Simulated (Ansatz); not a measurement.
**H₃MgNS: a ladder of functionals and wavefunction methods**

One table from this session's results is given with a row withheld; the runs are named, their logs left out.

Computed with Ansatz 0.2.0, Gaussian basis. Level: functionals in def2-TZVPP, the program's frozen cores in correlated methods.

Plan: LDA (SPW92), PBE-D4, revPBE-D4, BLYP-D4, r2SCAN-D4, B97M-V, PBE0-D4, B3LYP-D4, r2SCANh-D4, r2SCAN0-D4, HSE06-D4, BHLYP-D4, CAM-B3LYP-D4, LC-ωPBE, ωB97X-V, ωB97M-V, B2PLYP, PBE-QIDH; CCSD(T)/def2-SVP; CCSD(T)/def2-TZVPP; CCSD(T)/def2-QZVPP; extrapolation to the limit; RPA on PBE.

### The relaxed structure

All runs share one geometry, relaxed beforehand with PBE0-D4 in a triple-zeta def2 set.

SMILES `[NH2][Mg][SH]`, 6 atoms, charge 0, spin multiplicity 1.

Atoms are counted from 1 here; the program's logs count them from 0.

Bond lengths: N1–Mg2 1.879 Å, N1–H4 1.009 Å, N1–H5 1.009 Å, Mg2–S3 2.290 Å, S3–H6 1.345 Å. Angles: Mg2–N1–H4 126.4°, Mg2–N1–H5 126.4°, H4–N1–H5 107.3°, N1–Mg2–S3 179.2°, Mg2–S3–H6 92.8°.

The first run:

File in.yaml:

```yaml
crystal:
  periodic: [false, false, false]
  atoms:
    - {symbol: N, position_ang: [-1.031810, 0.193615, -1.115534]}
    - {symbol: Mg, position_ang: [0.046809, -0.000548, 0.410918]}
    - {symbol: S, position_ang: [1.337681, -0.230542, 2.288584]}
    - {symbol: H, position_ang: [-1.178540, 1.042636, -1.640326]}
    - {symbol: H, position_ang: [-1.568292, -0.532780, -1.565326]}
    - {symbol: H, position_ang: [2.436152, -0.536382, 1.575483]}
basis:
  gaussian: {orbitals: def2-TZVPP}
hamiltonian: {xc: lda}
output: {orbitals: {seedname: orbitals}}
```

Started as:

```sh
$ ansatz run in.yaml --threads 2 --pin off --events-out ev --progress --plain --max-ram 22528MiB --backend cpu
```

Steps of the session up to this table: LDA; PBE-D4 (GGA); revPBE-D4 (GGA); BLYP-D4 (GGA); r2SCAN-D4 (meta-GGA); B97M-V (meta-GGA); PBE0-D4 (hybrid); B3LYP-D4 (hybrid); r2SCANh-D4 (hybrid); r2SCAN0-D4 (hybrid); HSE06-D4 (hybrid); BHLYP-D4 (hybrid); CAM-B3LYP-D4 (range-separated); LC-ωPBE (range-separated); ωB97X-V (range-separated); ωB97M-V (range-separated); B2PLYP (double hybrid); PBE-QIDH (double hybrid).

One table of the session follows, with a row left open; its other results are not shown here.

It belongs to the step «Frontier levels by functional». 

```
  functional  HOMO (eV)  gap (eV)
 LDA (SPW92)      -5.37      3.36
      PBE-D4      -5.17      3.36
   revPBE-D4      -5.09      3.40
     BLYP-D4      -5.05      3.27
   r2SCAN-D4          ?         ?
      B97M-V      -5.43      3.67
     PBE0-D4      -6.52      5.41
    B3LYP-D4      -6.29      4.90
  r2SCANh-D4      -5.94      4.79
  r2SCAN0-D4      -6.71      5.86
    HSE06-D4      -6.11      4.64
    BHLYP-D4      -7.80      7.25
CAM-B3LYP-D4      -8.00      7.62
     LC-ωPBE      -9.44     10.16
     ωB97X-V      -9.03      9.58
     ωB97M-V      -8.94      9.13
```

Q: Estimate the row for r2SCAN-D4 from the others.

Worked estimate for «HOMO (eV)». Against the share of exact exchange, r2SCANh-D4 (0.1, -5.94), r2SCAN0-D4 (0.25, -6.71) give a slope of -5.13 per unit share; at 0 the line stands at -5.43.

As computed: HOMO (eV): -5.43; gap (eV): 4.07. In «HOMO (eV)» the line misses by 0.00.
